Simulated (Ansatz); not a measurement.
Mg3H3⁺. Charge 1, multiplicity 3. Geometry PBE-D4/def2-TZVP, that of the neutral doublet; atoms count from 1.

Cartesian coordinates in Å:
```
Mg 0.811 1.460 -0.818
Mg -0.985 -0.351 0.340
Mg 2.578 -0.860 -0.072
H 0.031 1.149 0.893
H -2.045 -1.495 1.058
H -0.389 0.097 -1.401
```

At PBE0-D4/def2-TZVP a singlet of charge 1 lies 2.12 eV below the triplet, each at its own geometry. The structure comes from a short search, and lower isomers may exist.

(1) Estimate the Mulliken populations from the PBE0/def2-TZVP orbitals of Ansatz.

(2) Where does the spin sit?

(3) And the Mayer bond orders between bonded heavy atoms (over 0.3)?

## Answers

(1) 
```csv
atom,charge (e),spin (α − β)
Mg1,0.37,0.55
Mg2,0.48,0.03
Mg3,0.66,1.28
H4,-0.19,0.04
H5,-0.13,0.06
H6,-0.19,0.04
```
Mulliken values and Mayer orders depend strongly on the basis.

(2) Summed by element: Mg 1.86, H 0.14, of 2 unpaired in all. Largest on single atoms: Mg3 1.28, Mg1 0.55, H5 0.06.

(3) Mg1–Mg3 0.46 (3.01 Å).
